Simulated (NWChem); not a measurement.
**Total energies of B (-1)**

```
B
```
Charge -1, spin multiplicity 3.

The numbers come from NWChem runs, not from measurements.

Basis set: aug-cc-pVDZ (23 functions).

| method | total energy (Ha) |
|---|---|
| UHF | -24.51954 |
| UMP2 | -24.57292 |
| UB2PLYP | -24.64031 |
| UPBE | -24.62997 |
| UB3LYP | -24.67816 |
| Ur2SCAN | -24.65594 |

Total energies of different functionals aren't comparable as a measure of quality: only differences taken within one method are. 

The correlated methods keep 1 core orbital frozen. B3LYP has NWChem's definition, with VWN1-RPA local correlation. The stability of the SCF solutions was not checked. Open-shell Hartree-Fock references start from PBE0 orbitals.
